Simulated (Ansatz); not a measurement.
```yaml
crystal:
  periodic: [false, false, false]
  atoms:
    - {symbol: C, position_ang: [-0.415229, 0.290210, -0.762469]}
    - {symbol: Al, position_ang: [0.095773, 1.187750, 0.892544]}
    - {symbol: Si, position_ang: [0.453746, -1.040187, 0.322816]}
    - {symbol: H, position_ang: [-1.501896, 0.134429, -0.781059]}
    - {symbol: H, position_ang: [-0.066379, 0.467803, -1.779065]}
    - {symbol: H, position_ang: [0.058049, 2.596665, 1.608671]}
    - {symbol: H, position_ang: [1.790796, -1.426309, -0.207033]}
    - {symbol: H, position_ang: [-0.322662, -2.267559, 0.649694]}
basis:
  gaussian: {orbitals: aug-cc-pVDZ}
total_charge: 1
magnetization: {spin_polarized: true, initial_magnetization: 1}
hamiltonian: {xc: {name: CCSD(T)}}
output: {forces: true}
```

```sh
$ ansatz run in.yaml --threads 2 --pin off --events-out ev --progress --plain --max-ram 4352MiB
```

Problem. How does Ansatz answer? (Best estimate.)

Solution. Ansatz gave: The input was rejected before any iteration.
```
Error: YAML parse error: error: line 16 column 19: hamiltonian.xc: no functional is named "CCSD(T)"; the names, which are not case-sensitive, are SVWN5, SPW92, PBE, PBE0, PBEsol, revPBE, revPBE0, RPBE, rPW86-PBE, HSE06, wPBEh, LC-wPBE, HISS, HF, BLYP, B3LYP, B3LYP5, BHLYP, CAM-B3LYP, r2SCAN, r2SCANh, r2SCAN0, r2SCAN50, m-r2SCAN, B97, wB97, wB97X, wB97X-V, B97M-V, wB97M-V, B2PLYP, B2GP-PLYP, PBE0-DH, PBE-QIDH
14 | total_charge: 1
15 | magnetization: {spin_polarized: true, initial_magnetization: 1}
16 | hamiltonian: {xc: {name: CCSD(T)}}
17 | output: {forces: true}
```

HSE06 is defined as in plane-wave codes.
